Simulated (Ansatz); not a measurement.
A nudged elastic band was laid between two geometries of FH + H6Si2 (10 atoms, charge 0, multiplicity 1).

Theory: RHF/def2-SVP (Ansatz 0.2.0).

```
movable images  : 9
climbing image  : yes
spring          : 5.0 eV/Å²
optimiser       : quadratic models (default)
start path      : through a guess of the saddle point
force threshold : 0.05 eV/Å
iteration limit : 60
end points      : relaxed
```

Initial state:

```xyz
10
Properties=species:S:1:pos:R:3
Si 0.384 -0.065 0.037
Si 0.257 -0.045 2.406
H -0.902 -0.847 2.878
H 1.482 -0.640 2.997
H 0.113 1.340 2.918
H 1.809 -0.100 -0.380
H -0.247 1.143 -0.539
H -0.286 -1.277 -0.497
F -2.701 0.520 1.081
H -3.084 -0.030 1.685
```

Final state:

```xyz
10
Properties=species:S:1:pos:R:3
Si -0.379 0.212 -1.232
Si -0.220 -0.225 3.730
H -1.286 -0.841 4.556
H 0.959 -1.123 3.693
H 0.175 1.076 4.319
H 0.750 0.964 -0.654
H -0.525 0.519 -2.667
H -0.200 -1.237 -1.028
F -1.730 0.666 -0.481
H -0.719 -0.012 2.351
```

(1) Which bonds break or form, and what moves?

(2) What energy profile does the band end with?

(3) What is the geometry of the highest image?

Results:

(1) Bonds broken: Si1–Si2, F9–H10. Bonds formed: Si1–F9, Si2–H10. FH + H6Si2 becomes FH3Si + H4Si.

(2) The forces met the threshold. The highest image is number 4 of 0 to 10, 2.61 eV above the first end and 4.01 eV above the last; the last end lies 1.40 eV below the first. Neighbouring images differ by up to 2.8 eV, so the band resolves the path poorly. A vibrational analysis at the climbing image gives one clearly imaginary mode, 1774i cm⁻¹: a first-order saddle point. The orbitals stay closed-shell, which can raise the energy where a bond breaks towards radicals; this wasn't checked here.

```tsv
image	path coordinate (Å)	energy (eV)	Si1–Si2 (Å)	F9–H10 (Å)	Si1–F9 (Å)
0	0.00	0.00	2.37	0.90	3.31
1	0.94	0.01	2.37	0.90	3.32
2	1.88	0.07	2.37	0.90	3.06
3	2.81	0.74	2.43	0.91	2.59
4	3.75	2.61	2.67	1.16	1.96
5	4.76	-0.18	3.23	1.82	1.64
6	5.78	-1.20	3.80	2.27	1.61
7	6.79	-1.38	4.40	2.93	1.61
8	7.80	-1.39	4.67	3.23	1.61
9	8.81	-1.40	4.89	3.16	1.61
10	9.83	-1.40	4.98	3.08	1.61
```

(3) 
```xyz
10
Properties=species:S:1:pos:R:3:forces:R:3
Si -0.237 0.039 -0.014 0.00 0.00 0.00
Si -0.101 -0.001 2.648 0.00 0.00 0.00
H -1.111 -0.165 3.724 0.00 0.00 0.00
H 0.893 -1.093 2.735 0.00 0.00 0.00
H 0.558 1.316 2.788 0.00 0.00 0.00
H 1.202 0.231 0.338 0.00 0.00 0.00
H -0.608 1.283 -0.701 0.00 0.00 0.00
H -0.260 -1.228 -0.757 0.00 0.00 0.00
F -2.115 -0.232 0.458 0.00 0.00 0.00
H -1.398 -0.152 1.369 0.00 0.00 0.00
```

Run time: 5.3 min on 1 thread of Arm Neoverse V2 (shared host), peak memory 0.15 GiB.
